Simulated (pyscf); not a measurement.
Single points on ωB97X-D3(BJ)/def2-SVP structures (PySCF, gas phase).

**Question.** Estimate the classical barrier height and the reaction energy of `[SiH3+]` + `[ClH]` → `[SiH2+][Cl]` + `[H][H]` at ωB97M-D3(BJ)/def2-TZVP. The step runs on the singlet surface, breaks H–Si, Cl–H and forms Cl–Si, H–H; take the separated reactants as zero.

**Answer.** ΔE‡ = -28.7 kJ/mol, ΔE = -95.5 kJ/mol. Zero-point energy shifts the barrier by +7.9 kJ/mol. It is a four-centre exchange, with an imaginary mode of 1352i cm⁻¹. On the reactant side the descent ends in an adduct with a Cl–Si contact, 153.8 kJ/mol under the separated species and 117.4 kJ/mol under the saddle at ωB97X-D3(BJ)/def2-TZVP. On the product side the descent ends in a bound adduct, 45.5 kJ/mol under the separated species and 111.4 kJ/mol under the saddle at ωB97X-D3(BJ)/def2-TZVP. At ωB97M-D3(BJ) the saddle lies under the separated reactants, which points to a path from their complex (located at ωB97X-D3(BJ) alone). What is counted as formed (Cl–Si) is already present as a longer contact in the reactant adduct; forming that adduct is a step of its own. One saddle was located; it need not be the lowest between these sides.
